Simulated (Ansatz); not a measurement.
Coupled-cluster diagnostics for the cluster LiH₂⁻ (the lowest singlet isomer of a short search), Ansatz.

Geometry of the singlet (PBE0-D4/def2-TZVPD):

```xyz
3

Li    0.003    0.001    0.002
H    -0.822    1.172    0.935
H     0.820   -1.172   -0.937
```

Correlated methods freeze no core orbitals; core or outer-core shells of Li are correlated, in sets that lack core-valence functions. In the triplet geometry the species has come apart into loosely held pieces. In the triplet, H2 and H3 lie 0.89 Å apart (atoms count from 1), so H2 has formed as a molecule. At PBE0-D4/def2-TZVPD a singlet of charge -1 lies 0.77 eV below the triplet, each at its own geometry. In the quintet geometry the species has come apart into loosely held pieces. At PBE0-D4/def2-TZVPD a singlet of charge -1 lies 5.12 eV below the quintet, each at its own geometry. The structure comes from a short search, and lower isomers may exist.

Geometry of the charge -1 triplet (PBE0-D4/def2-TZVPD):

```xyz
3

Li   -1.287   -0.765    0.412
H     0.417    0.766   -0.200
H     0.870   -0.001   -0.212
```

Geometry of the charge -1 quintet (PBE0-D4/def2-TZVPD):

Cartesian coordinates in Å:
```
Li 0.6087 -1.2942 -0.7940
H -0.4894 -0.1132 1.4944
H -0.1193 1.4074 -0.7005
```

Estimate the CCSD(T) correlation energy, the shares of MP2 and (T), T1 and the reference's ⟨S²⟩ for: charge -1, singlet, own geometry in def2-TZVPPD; charge -1, triplet, own geometry in def2-TZVPPD; charge -1, quintet, own geometry in def2-TZVPPD; charge 0, doublet, vertical in def2-TZVPPD; and the rough time on 4 threads of Arm Neoverse V2 on a shared host.


| state | basis | correlation (eV) | MP2 share (%) | (T) share (%) | T1 | ⟨S²⟩ (pure) | wall time | remarks |
| --- | --- | --- | --- | --- | --- | --- | --- | --- |
| charge -1, singlet, own geometry | def2-TZVPPD | -2.948 | 79.9 | 0.4 | 0.007 | 0.00 (0.00) | 0.15 s | – |
| charge -1, triplet, own geometry | def2-TZVPPD | -2.307 | 80.8 | 0.6 | 0.022 | 2.00 (2.00) | 0.3 s | HOMO above zero |
| charge -1, quintet, own geometry | def2-TZVPPD | -1.116 | 82.8 | 0.2 | 0.010 | 6.00 (6.00) | 0.3 s | HOMO above zero |
| charge 0, doublet, vertical | def2-TZVPPD | -2.045 | 78.2 | 1.5 | 0.124 | 0.75 (0.75) | 0.3 s | large T1 |
Customary marks for T1 are 0.02 (closed shells), 0.045 (open shells) and about 0.05 (3d metals). T1 exceeds 0.02 in 2 of 4 rows and 0.045 in 1; the higher it lies, the less the single-reference result can be trusted.
